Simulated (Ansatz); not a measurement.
## H5OSi2, SMILES O[SiH2][SiH2]: a composite energy at a relaxed geometry, step by step

Computed with Ansatz 0.2.0 through its Python package.

Typed at the interpreter:
```pycon
>>> import itertools
>>> import ansatz as az
>>> from ase.data import atomic_numbers, covalent_radii
>>> import numpy as np
>>> BASIS_SET = 'def2-SVP'
>>> FUNCTIONAL = 'PBE0'
>>> VDW = 'd4'
>>> geometry_ang = [
...     ('O', (-1.1721, -0.2572, -1.4303)),
...     ('Si', (0.1435, 0.316, -0.6643)),
...     ('Si', (0.5677, -0.9831, 1.1715)),
...     ('H', (-1.9566, 0.3049, -1.2739)),
...     ('H', (1.2843, 0.2664, -1.6345)),
...     ('H', (-0.0983, 1.7405, -0.2614)),
...     ('H', (1.8337, -0.4905, 1.9104)),
...     ('H', (-0.5101, -0.9541, 2.1267)),
... ]
>>> system = az.Crystal.molecule()
>>> for symbol, xyz in geometry_ang:
...     system = system.atom(symbol, xyz)
...
>>> job = system.calculation()
>>> job = job.basis(gaussian=BASIS_SET)
>>> job = job.functional(FUNCTIONAL, dispersion=VDW)
>>> job = job.spin('collinear', total=1)
>>> symbols = [site.symbol for site in system.cartesian_sites]
>>> start = np.array([site.position_ang for site in system.cartesian_sites], dtype=float)
>>> report = job.relax(force_tolerance=0.01, max_steps=100).run().report
>>> end = np.array(report['positions_ang'])
>>> radius = [covalent_radii[atomic_numbers[s]] for s in symbols]
>>> span = lambda where, i, j: np.linalg.norm(where[i] - where[j])
>>> bonded = [(i, j) for i, j in itertools.combinations(range(len(symbols)), 2) if min(span(start, i, j), span(end, i, j)) < 1.2 * (radius[i] + radius[j])]
>>> print('pair        before    after (A)')
pair        before    after (A)
>>> for i, j in bonded:
...     print(f'{symbols[i]}{i}-{symbols[j]}{j}'.ljust(10), f'{span(start, i, j):8.4f} {span(end, i, j):8.4f}')
...
O0-Si1       1.6267   1.6700
O0-H3        0.9777   0.9614
Si1-Si2      2.2886   2.3418
Si1-H4       1.4984   1.4890
Si1-H5       1.5000   1.5019
Si2-H6       1.5464   1.4976
Si2-H7       1.4405   1.4990
>>> minimum = az.Crystal.molecule()
>>> for symbol, place in zip(symbols, end):
...     minimum = minimum.atom(symbol, place.tolist())
...
>>> at_minimum = minimum.calculation().spin('collinear', total=1)
>>> level = lambda method, basis: at_minimum.basis(gaussian=basis).correlation(method).run().report
>>> small, large, cluster = level('mp2', 'cc-pVDZ'), level('mp2', 'cc-pVTZ'), level('ccsd_t', 'cc-pVDZ')
>>> corr = lambda each: (each['free_energy_ev'] - each['reference_energy_ev']) / 27.211386246
>>> mp2_limit = (27 * corr(large) - 8 * corr(small)) / 19
>>> pieces = {'HF / cc-pVTZ': large['reference_energy_ev'] / 27.211386246, 'MP2 correlation, DZ-TZ limit': mp2_limit, 'CCSD(T) - MP2 / cc-pVDZ': corr(cluster) - corr(small)}
>>> for name, value in pieces.items():
...     print(f'{name:32s} {value:14.6f} Ha')
...
HF / cc-pVTZ                        -655.696687 Ha
MP2 correlation, DZ-TZ limit          -0.514569 Ha
CCSD(T) - MP2 / cc-pVDZ               -0.054757 Ha
>>> print(f'{"sum":32s} {sum(pieces.values()):14.6f} Ha')
sum                                 -656.266013 Ha
>>> print('T1 diagnostic', round(cluster['correlation']['coupled_cluster']['t1_diagnostic'], 4))
T1 diagnostic 0.0135
```

Caveats:
- Total energies depend on the basis set; only differences at equal settings carry meaning.
- The sum leaves out core correlation, relativity, the Hartree-Fock basis error and zero-point energy; a DZ-TZ extrapolation is rough.
- The run takes the species as open-shell (spin multiplicity 2), which needn't be its ground state.
- Inner cores stay frozen, so this is valence correlation.
- For Al to Cl the sets with a tight d function, cc-pV(X+d)Z, are usual.
- Hardware and time: 71 s on 1 thread of Arm Neoverse V2, with other jobs on the host, peak memory 0.42 GiB.
